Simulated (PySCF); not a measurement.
**How does the HOMO energy change from PBE0/pcSseg-2 to wB97X-D/pcSseg-2?**

PySCF (NMR shieldings with GIAOs, density fitting), isolated neutral molecules in closed-shell states, PBE0-D3(BJ)/def2-TZVP geometries kept fixed through all settings. PBE0: 25 % exact exchange; wB97X-D: range-separated exact exchange.

HOMO energy (eV):

```tsv
molecule	PBE0/pcSseg-2	wB97X-D/pcSseg-2
C[PH](C)=S	-6.53	-8.34
[C-]#[N+]C#N	-10.39	?
Cn1ccnn1	-7.61	-9.43
Cn1nccn1	-7.60	-9.42
ClC1(Cl)CC1	-7.92	-9.80
Cn1cncn1	-7.71	-9.55
Cn1cnnc1	-7.33	-9.27
```

Problem. Predict the missing value of `[C-]#[N+]C#N` from the other molecules.

Solution. The functional change moves the other 6 molecules by -1.85 eV on average (standard deviation 0.05), which puts `[C-]#[N+]C#N` at -10.39 − 1.85 = -12.24 eV. A straight line through the pairs, y = 1.024x − 1.68, gives -12.31 eV. The run gave -12.23 eV: the mean change misses by 0.01, the line by 0.08 eV.

Problem. Which of the two rules would one have trusted beforehand?

Solution. Leaving out each listed molecule in turn and predicting it from the rest, the mean change misses by 0.047 eV on average and the line by 0.068; so the mean change, and for `[C-]#[N+]C#N` it was the closer one.

Problem. Is the change the same for all, and does it alter the order of the molecules?

Solution. Among the 6 molecules with both values given it runs from -1.94 eV for `Cn1cnnc1` to -1.81 eV for `C[PH](C)=S`; `[C-]#[N+]C#N` moves by -1.84 eV, inside this range. The change is of one sign for all of them. No pair among the 6 changes order.

Neither level serves as a reference here, and other classes of molecule may behave otherwise.
